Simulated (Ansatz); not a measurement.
# C₃H₆FNO: how energies converge with the basis set

One table from this session's results is given with a row withheld; the runs are named, their logs left out.

The runs use Ansatz 0.2.0, Gaussian basis; one geometry, several basis sets.

The runs, in order: PBE0-D4/def2-SVP; ωB97M-V/def2-SVP; PBE0-D4/def2-QZVPP; ωB97M-V/def2-QZVPP; the functionals' def2-TZVPP values are taken from earlier runs.

### The geometry

The geometry comes from an earlier relaxation with PBE0-D4 in a triple-zeta def2 set; it is a stationary point, not always the lowest conformer.

SMILES `C/N=C(\F)OC`, 12 atoms, charge 0, spin multiplicity 1.

Atoms are counted from 1 here; the program's logs count them from 0.

Bond lengths: C1–N2 1.441 Å, C1–H7 1.093 Å, C1–H8 1.094 Å, C1–H9 1.093 Å, N2–C3 1.245 Å, C3–F4 1.333 Å, C3–O5 1.320 Å, O5–C6 1.422 Å, C6–H10 1.088 Å, C6–H11 1.091 Å, C6–H12 1.091 Å. Angles: N2–C1–H7 109.1°, N2–C1–H8 114.2°, N2–C1–H9 109.1°, H7–C1–H8 108.6°, H7–C1–H9 106.9°, H8–C1–H9 108.6°, C1–N2–C3 120.8°, N2–C3–F4 125.7°, N2–C3–O5 126.5°, F4–C3–O5 107.8°, C3–O5–C6 115.1°, O5–C6–H10 105.6°, O5–C6–H11 110.4°, O5–C6–H12 110.4°, H10–C6–H11 110.8°, H10–C6–H12 110.8°, H11–C6–H12 108.8°.

The first run:

in.yaml

```yaml
crystal:
  periodic: [false, false, false]
  atoms:
    - {symbol: C, position_ang: [-1.674050, -0.340590, 1.126990]}
    - {symbol: N, position_ang: [-0.513439, 0.092804, 0.390874]}
    - {symbol: C, position_ang: [0.170171, -0.720822, -0.258364]}
    - {symbol: F, position_ang: [-0.063544, -2.029971, -0.356930]}
    - {symbol: O, position_ang: [1.248965, -0.448346, -0.968667]}
    - {symbol: C, position_ang: [1.641871, 0.918718, -0.970598]}
    - {symbol: H, position_ang: [-1.546901, -0.081159, 2.181036]}
    - {symbol: H, position_ang: [-1.877342, -1.412847, 1.053728]}
    - {symbol: H, position_ang: [-2.550072, 0.205590, 0.768179]}
    - {symbol: H, position_ang: [2.532536, 0.965838, -1.593111]}
    - {symbol: H, position_ang: [1.861048, 1.253155, 0.044390]}
    - {symbol: H, position_ang: [0.847758, 1.542432, -1.383426]}
basis:
  gaussian: {orbitals: def2-SVP}
hamiltonian: {xc: pbe0, dispersion: d4}
output: {orbitals: {seedname: orbitals}}
```

Run with:

```sh
$ ansatz run in.yaml --threads 4 --pin off --events-out ev --progress --plain --max-ram 10444MiB
```

Steps of the session up to this table: PBE0-D4 in def2-SVP; ωB97M-V in def2-SVP; PBE0-D4 in def2-QZVPP; ωB97M-V in def2-QZVPP.

One of the session's tables, all rows but one given; the rest of the session is left out.

It belongs to the step «Functionals by basis». 

```
functional       basis  HOMO (eV)  LUMO (eV)
   PBE0-D4    def2-SVP      -7.56       1.36
   PBE0-D4  def2-TZVPP          ?          ?
   PBE0-D4  def2-QZVPP      -7.71       0.82
   ωB97M-V    def2-SVP      -9.83       3.67
   ωB97M-V  def2-TZVPP      -9.97       2.88
   ωB97M-V  def2-QZVPP     -10.00       1.91
```

Q: Estimate the row for PBE0-D4, def2-TZVPP from the others.

The run gave: HOMO (eV): -7.68; LUMO (eV): 1.20. In the column «HOMO (eV)» it lies between PBE0-D4, def2-QZVPP (-7.71) and PBE0-D4, def2-SVP (-7.56).
